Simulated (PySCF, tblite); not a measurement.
# C₂H₄F₂: changes of charge, electronic excitations, EPR parameters, part 2 of 2

tblite 0.8.0 and PySCF 2.14.0. Atoms count from 0. Earlier steps stand in the parts before.

### 12 Single point (C2H4F2): wB97X-D3(BJ)/ma-def2-TZVP

Geometry: PBE0-D3(BJ)/def2-SVP, that of another charge or spin state.

The job: settings as JSON, then the geometry in Å.

```
{"job": {"kind": "sp", "xc": "wB97X", "basis": "ma-def2-TZVP", "d3": "d3bj", "grid": 2}, "charge": 0, "multiplicity": 1}
C     -0.766704    -0.423523     0.139592
C      0.735526     0.404659    -0.139917
F      1.331119    -0.158099    -1.119446
F      0.497140     1.647234    -0.317016
H     -1.206918    -0.221891    -0.852331
H     -0.478760    -1.464707     0.330508
H     -1.220936     0.110487     0.983348
H      1.146364     0.143348     0.875912
```

Log:

```text
coarse grid: 6824 points
cycle   1  E = -278.3578557608  dE =  5.122e-01  |g| = 7.016e-01  |ddm| = 1.818e+00
cycle   2  E = -278.3692180731  dE = -1.136e-02  |g| = 7.175e-01  |ddm| = 6.191e-01
cycle   3  E = -278.4420352770  dE = -7.282e-02  |g| = 3.823e-02  |ddm| = 2.794e-01
cycle   4  E = -278.4422786695  dE = -2.434e-04  |g| = 1.751e-02  |ddm| = 3.714e-02
cycle   5  E = -278.4423408241  dE = -6.215e-05  |g| = 4.899e-03  |ddm| = 1.589e-02
cycle   6  E = -278.4423467233  dE = -5.899e-06  |g| = 7.213e-04  |ddm| = 4.855e-03
final grid: 67112 points
cycle   7  E = -278.4416492956  dE = -4.425e-05  |g| = 7.081e-03  |ddm| = 2.442e-02
cycle   8  E = -278.4416502179  dE = -9.224e-07  |g| = 6.629e-03  |ddm| = 5.657e-03
cycle   9  E = -278.4416555534  dE = -5.335e-06  |g| = 4.215e-04  |ddm| = 2.357e-03
cycle  10  E = -278.4416555877  dE = -3.436e-08  |g| = 1.406e-04  |ddm| = 3.776e-04
cycle  11  E = -278.4416555932  dE = -5.494e-09  |g| = 1.844e-05  |ddm| = 1.705e-04
converged SCF energy = -278.4416555932
```

Run time: 3.3 s. Hardware: 1 thread of Arm Neoverse V2, shared host; peak memory 0.58 GiB.

### 13 Single point (C₂H₄F₂+ (doublet), CC(F)[F+]): wB97X-D3(BJ)/ma-def2-TZVP

Geometry: PBE0-D3(BJ)/def2-SVP.

The job, as its differences from that of step 12:

```diff
@@ -1,2 +1,2 @@
-{"job": {"kind": "sp", "xc": "wB97X", "basis": "ma-def2-TZVP", "d3": "d3bj", "grid": 2}, "charge": 0, "multiplicity": 1}
+{"job": {"kind": "sp", "xc": "wB97X", "basis": "ma-def2-TZVP", "d3": "d3bj", "grid": 2}, "charge": 1, "multiplicity": 2}
 C     -0.766704    -0.423523     0.139592
```

Log:

```text
final grid: 67112 points
cycle   1  E = -278.0434675728  dE = -3.198e-02  |g| = 1.733e-01  |ddm| = 3.388e-01
cycle   2  E = -278.0509765571  dE = -7.509e-03  |g| = 1.059e-01  |ddm| = 1.586e-01
cycle   3  E = -278.0554597009  dE = -4.483e-03  |g| = 2.085e-02  |ddm| = 6.418e-02
cycle   4  E = -278.0555820570  dE = -1.224e-04  |g| = 4.010e-03  |ddm| = 8.819e-03
cycle   5  E = -278.0555960859  dE = -1.403e-05  |g| = 9.465e-04  |ddm| = 5.503e-03
cycle   6  E = -278.0555977528  dE = -1.667e-06  |g| = 4.925e-04  |ddm| = 1.518e-03
cycle   7  E = -278.0555982838  dE = -5.310e-07  |g| = 2.383e-04  |ddm| = 8.464e-04
cycle   8  E = -278.0555984430  dE = -1.592e-07  |g| = 1.034e-04  |ddm| = 5.675e-04
cycle   9  E = -278.0555984666  dE = -2.365e-08  |g| = 6.629e-05  |ddm| = 2.098e-04
cycle  10  E = -278.0555984715  dE = -4.883e-09  |g| = 2.455e-05  |ddm| = 8.061e-05
converged SCF energy = -278.0555984715
```

Run time: 7 s. Hardware: 1 thread of Arm Neoverse V2, shared host; peak memory 0.61 GiB.

### 14 Changes of charge: wB97X-D3(BJ)/ma-def2-TZVP

This step combines the energies above: geometries from PBE0-D3(BJ)/def2-SVP, zero-point and thermal terms from PBE0-D3(BJ)/def2-SVP.

The job: settings as JSON, then the geometry in Å.

```
{"job": {"kind": "rx", "dirs": [1], "geom": {"xc": "PBE0", "basis": "def2-SVP", "d3": "d3bj", "grid": 1}, "hess": 1, "level": {"xc": "wB97X", "basis": "ma-def2-TZVP", "d3": "d3bj"}}, "charge": 0, "multiplicity": 1}
C     -0.737259    -0.227324     0.105600
C      0.692436     0.203778    -0.037244
F      1.344306    -0.616176    -0.895996
F      0.751119     1.457537    -0.544682
H     -1.217654    -0.208524    -0.883162
H     -0.789441    -1.246998     0.510975
H     -1.274593     0.454834     0.778351
H      1.248720     0.200286     0.917749
```

Output (the driver's rows laid out field by field):

```text
ionisation and electron attachment, wB97X-D3(BJ)/ma-def2-TZVP // PBE0-D3(BJ)/def2-SVP

row 1
  change                  oxidation
  charge                  1
  multiplicity            2
  vertical_ev             12.4969
  vertical_s2             0.754
  formula                 C2H4F2
  smiles                  CC(F)[F+]
  kept                    yes
  pieces                  1
  point_group             Cs
  adiabatic_electronic_ev 11.744
  adiabatic_ev            11.6256
  free_energy_ev          11.5916
  s2                      0.754
  bonds_moved             0 1 1.5 1.738; 1 2 1.355 1.277; 1 3 1.354 1.278; 1 7 1.105 1.126
  spin_on                 0 C 0.405; 1 C 0.229; 2 F 0.129; 3 F 0.128
  charge_moved            2 F 0.193; 3 F 0.193; 0 C 0.157; 7 H 0.13
  vertical_back_ev        10.5051
  relaxation_parent_ev    1.2389
  relaxation_ion_ev       0.7529
  reorganisation_ev       1.9918
```

Wall time 2.7 min (1 thread of Arm Neoverse V2, shared host); peak memory 0.61 GiB.

Energy taken up on oxidation, or given off on reduction (eV; adiabatic with zero-point energy):

```
                    change    product  vertical  adiabatic  free energy  reorganisation  ⟨S²⟩
oxidation (multiplicity 2)  CC(F)[F+]     12.50      11.63        11.59            1.99  0.75
```

On oxidation to multiplicity 2 charge changes most on F2 (+0.19 e), F3 (+0.19 e), C0 (+0.16 e); the spin sits on C0 (0.41), C1 (0.23), F2 (0.13); the bond C0–C1 goes from 1.500 to 1.738 Å.

### 15 Electronic excitations: TDDFT PBE0/def2-SVPD

The job: settings as JSON, then the geometry in Å.

```
{"job": {"kind": "uv", "xc": "PBE0", "basis": "def2-SVPD", "nstates": 6, "ntriplets": 0}, "charge": 0, "multiplicity": 1}
C     -0.737259    -0.227324     0.105600
C      0.692436     0.203778    -0.037244
F      1.344306    -0.616176    -0.895996
F      0.751119     1.457537    -0.544682
H     -1.217654    -0.208524    -0.883162
H     -0.789441    -1.246998     0.510975
H     -1.274593     0.454834     0.778351
H      1.248720     0.200286     0.917749
```

Method: TDDFT PBE0/def2-SVPD, vertical, gas phase, core orbitals frozen in the response.

Log:

```text
coarse grid: 6824 points
cycle   1  E = -277.7332989776  dE =  3.383e-01  |g| = 6.051e-01  |ddm| = 3.042e+00
cycle   2  E = -277.6821804502  dE =  5.112e-02  |g| = 8.419e-01  |ddm| = 1.091e+00
cycle   3  E = -277.7982876983  dE = -1.161e-01  |g| = 5.712e-02  |ddm| = 6.087e-01
cycle   4  E = -277.7988439322  dE = -5.562e-04  |g| = 2.142e-02  |ddm| = 6.821e-02
cycle   5  E = -277.7989506304  dE = -1.067e-04  |g| = 2.355e-03  |ddm| = 2.407e-02
cycle   6  E = -277.7989518173  dE = -1.187e-06  |g| = 1.962e-04  |ddm| = 2.759e-03
final grid: 67112 points
cycle   7  E = -277.8346693699  dE = -1.816e-05  |g| = 6.182e-03  |ddm| = 3.738e-02
cycle   8  E = -277.8346644646  dE =  4.905e-06  |g| = 8.230e-03  |ddm| = 1.190e-02
cycle   9  E = -277.8346776107  dE = -1.315e-05  |g| = 6.840e-04  |ddm| = 6.268e-03
cycle  10  E = -277.8346776984  dE = -8.771e-08  |g| = 1.168e-04  |ddm| = 6.407e-04
cycle  11  E = -277.8346777009  dE = -2.466e-09  |g| = 1.955e-05  |ddm| = 1.151e-04
cycle  12  E = -277.8346777009  dE = -6.730e-11  |g| = 9.880e-06  |ddm| = 3.044e-05
converged SCF energy = -277.8346777009

Static polarisability (au): isotropic 29.090, principal 28.031 28.962 30.279

Singlet excitations
state   eV       nm        f      main configurations
  1   9.2354    134.2   0.01461   H->L 0.95
  2  10.0311    123.6   0.10948   H->L+1 0.95
  3  10.4670    118.5   0.00007   H->L+2 0.81, H->L+4 0.11
  4  10.6328    116.6   0.02500   H-1->L 0.95
  5  10.7289    115.6   0.03578   H-2->L 0.78, H->L+3 0.19
  6  10.8149    114.6   0.10441   H->L+3 0.75, H-2->L 0.20
```

It took 4.7 s on 1 thread of Arm Neoverse V2, shared host; peak memory 0.52 GiB.

The orbitals next to the gap, with their largest atomic shares:

```
orbital      eV                      atoms
 HOMO−3  -11.83  F2 39 %, F3 37 %, C0 10 %
 HOMO−2  -11.29  C0 33 %, F2 14 %, F3 13 %
 HOMO−1  -11.19  F3 28 %, F2 28 %, C0 24 %
   HOMO   -9.74  F3 23 %, F2 23 %, C1 22 %
   LUMO    0.76  C0 28 %, C1 23 %, H5 12 %
 LUMO+1    1.54  H7 21 %, H4 17 %, C0 13 %
 LUMO+2    2.38  F2 31 %, F3 27 %, H7 17 %
```

With each of the 6 states as a Gaussian band of 0.4 eV half-width at 1/e, the curve within the window shown has maxima at 123 nm (ε 4,800), 116 nm (ε 6,700) L/(mol cm). Beyond the last state computed it falls off for lack of states. The curve at chosen wavelengths:

| nm | ε (L/mol/cm) |
| --- | --- |
| 112 | 3220 |
| 113 | 4562 |
| 115 | 6489 |
| 116 | 6656 |
| 117 | 6311 |
| 118 | 5691 |
| 120 | 4700 |
| 121 | 4595 |
| 122 | 4676 |
| 124 | 4719 |
| 125 | 4431 |
| 126 | 3916 |
| 127 | 3259 |
| 129 | 1957 |
| 130 | 1472 |
| 131 | 1132 |
| 132 | 919 |
| 134 | 718 |
| 135 | 659 |
| 136 | 597 |
| 138 | 442 |
| 139 | 357 |
| 140 | 275 |
| 141 | 203 |
| 143 | 97 |
| 144 | 63 |

Ground-state properties from the same run:

```
           property  computed
  dipole moment (D)      2.24
polarisability (Å³)      4.31
 HOMO–LUMO gap (eV)     10.51
      −ε(HOMO) (eV)      9.74
```

### 16 EPR parameters (C₂H₄F₂+ (doublet), CC(F)[F+]): UKS B3LYP, pcH-1 on C F H

The job: settings as JSON, then the geometry in Å.

```
{"job": {"kind": "epr", "basis": "pcH-1"}, "charge": 1, "multiplicity": 2}
C     -0.766704    -0.423523     0.139592
C      0.735526     0.404659    -0.139917
F      1.331119    -0.158099    -1.119446
F      0.497140     1.647234    -0.317016
H     -1.206918    -0.221891    -0.852331
H     -0.478760    -1.464707     0.330508
H     -1.220936     0.110487     0.983348
H      1.146364     0.143348     0.875912
```

Level: UKS B3LYP, pcH-1 on C F H, non-relativistic, mean-field spin-orbit, GIAO.

Log:

```text
UKS, coarse grid
  cycle   1  E = -277.79573896  |g| = 5.23e-01
  cycle   2  E = -277.64203524  |g| = 9.02e-01
  cycle   3  E = -277.89843482  |g| = 7.46e-02
  cycle   4  E = -277.90002025  |g| = 2.99e-02
  cycle   5  E = -277.90035196  |g| = 6.27e-03
  cycle   6  E = -277.90037045  |g| = 1.82e-03
  cycle   7  E = -277.90037193  |g| = 5.14e-04
UKS, final grid
  cycle   1  E = -277.90026457  |g| = 6.41e-04
  cycle   2  E = -277.90026429  |g| = 1.19e-03
  cycle   3  E = -277.90026472  |g| = 9.72e-05
  cycle   4  E = -277.90026473  |g| = 2.98e-05
E = -277.90026473 Eh   <S^2> = 0.7525 (exact 0.7500)
g shifts (ppm)      1          2          3
  rmc          -244       -244       -244
  gc             -2         32         50
  oz_so         -27       5248       8058
  total        -272       5037       7864
hyperfine (MHz)  atom isotope    a_iso     a_fc   dipolar eigenvalues
    0   13C      25.41      25.41    -40.66    -39.78     80.44
    1   13C     -30.60     -30.60    -35.65    -32.57     68.22
    2   19F      90.03      90.03   -281.49   -276.64    558.13
    3   19F      89.97      89.97   -280.95   -275.90    556.85
    4    1H      64.71      64.71    -19.85     -2.61     22.46
    5    1H     -14.08     -14.08    -18.53     -2.62     21.14
    6    1H     -11.84     -11.84    -18.56     -2.53     21.10
    7    1H     316.54     316.54    -17.60    -11.01     28.61
```

Wall time 8.2 s (1 thread of Arm Neoverse V2, shared host); peak memory 0.44 GiB.

Principal g values 2.00205, 2.00736, 2.01018; g(iso) = 2.00653, against 2.00232 for a free electron.

Mean a(iso) over the nuclei that a row names, and the largest dipolar term of the row (other rows stand at the frozen geometry):

```
    nuclei  isotope  a(iso) (MHz)  a(iso) (G, at g = 2.0023)  largest dipolar term (MHz)
        H7       1H         316.5                      112.9                        28.6
    F2, F3      19F          90.0                       32.1                       558.1
        C1      13C         -30.6                      -10.9                        68.2
        C0      13C          25.4                        9.1                        80.4
H4, H5, H6       1H          12.9                        4.6                        22.5
```

Mulliken spin populations:

```
atom  value (e)
  C0       0.39
  C1       0.22
  F2       0.13
  F3       0.13
  H4       0.03
  H5      -0.01
  H6      -0.01
  H7       0.13
```

In first order the couplings over 0.8 MHz of 1H, 19F give 24 distinct lines over 191.0 G, if the averaged nuclei exchange fast.

### 17 Spectra of the species

The job: settings as JSON, then the geometry in Å.

```
{"job": {"kind": "rx", "dirs": [1], "geom": {"xc": "PBE0", "basis": "def2-SVP", "d3": "d3bj", "grid": 1}, "hess": 1, "level": {"xc": "wB97X", "basis": "ma-def2-TZVP", "d3": "d3bj"}, "spectra": true}, "charge": 0, "multiplicity": 1}
C     -0.737259    -0.227324     0.105600
C      0.692436     0.203778    -0.037244
F      1.344306    -0.616176    -0.895996
F      0.751119     1.457537    -0.544682
H     -1.217654    -0.208524    -0.883162
H     -0.789441    -1.246998     0.510975
H     -1.274593     0.454834     0.778351
H      1.248720     0.200286     0.917749
```

Log:

```text
uv CC(F)F +0: TDDFT PBE0/def2-SVPD, vertical, gas phase, core orbitals frozen in the response
epr CC(F)[F+] +1: UKS B3LYP, pcH-1 on C F H, non-relativistic, mean-field spin-orbit, GIAO
```

Run time: 13 s. Hardware: 1 thread of Arm Neoverse V2, shared host; peak memory 0.44 GiB.

This step only lists the spectra that were run on the species above.

### 18 What came out

What follows sums up all 2 parts.

```
                                     quantity                                  value
    strongest single infrared mode (GFN2-xTB)                  1106 cm⁻¹, 155 km/mol
                 zero-point energy (GFN2-xTB)                          36.6 kcal/mol
                                  point group                                     Cs
         rotational constants (main isotopes)                   9.55, 9.06, 5.22 GHz
ionisation energy (wB97X-D3(BJ)/ma-def2-TZVP)  vertical 12.50 eV, adiabatic 11.63 eV
              lowest singlet (PBE0/def2-SVPD)            9.24 eV (134 nm), f = 0.015
     brightest single state of those computed           state 2, 10.03 eV, f = 0.109
```

**Reading.** All 18 modes are real, so the xTB geometry is a minimum. Unscaled tight-binding wavenumbers are off by several per cent, some by more. Its intensities can rank the bands wrongly. Over 6 steps the energy fell by 0.017 eV; of the close pairs, C0–H5 changed most, 1.086 to 1.099 Å (PBE0/def2-SVP). At wB97X-D3(BJ)/ma-def2-TZVP, relaxation with the zero-point term after oxidation moves the energy taken up from 12.50 eV (vertical) to 11.63 eV (adiabatic, with zero-point energy). The first singlet state (HOMO→LUMO 0.95) lies at 9.24 eV and is weak; of the 6 states computed, the strongest absorption comes from state 2 at 10.03 eV (the last state computed is bright too, and its partners may lie past the list). States above −ε(HOMO) lie where TDDFT describes them poorly and they hang on the basis; the brightest is among them.
